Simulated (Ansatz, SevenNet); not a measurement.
Lattice parameter c (Å) of solids drawn from the class of tetrahedrally bonded semiconductors and semimetals, at two levels: the machine-learned potential SevenNet-l3i5 (trained on PBE and PBE+U data), and r²SCAN (Ansatz, an electronic-structure program, plane waves, PAW).

```tsv
solid	SevenNet-l3i5	r²SCAN
wurtzite CdSe	7.179	7.078
wurtzite GaN	5.242	5.184
wurtzite BN (high-pressure phase)	4.223	4.208
wurtzite AlN	5.011	4.978
2H-SiC	5.069	5.048
wurtzite ZnO	5.303	?
wurtzite CdS	6.862	6.766
```

Estimate the withheld r²SCAN value from the other rows.

One way: carry over the typical ratio. The ratios r²SCAN / SevenNet-l3i5 of the other rows, in order: 0.9859, 0.9860, 0.9889, 0.9934, 0.9959, 0.9964; median 0.99115. Wurtzite ZnO: 5.303 × 0.99115 = 5.256 Å; the run gives 5.211 Å. The ratios spread from 0.9859 to 0.9964, so such an estimate is rough. Wurtzite ZnO lies outside that spread.

Of 7 rows, r²SCAN is the larger in 0 and the smaller in 7.

Ansatz's runs of these crystals have no spin polarisation.

Ansatz's density-functional and Hartree–Fock values are scalar-relativistic unless marked +SOC, with PAW data made under PBE.
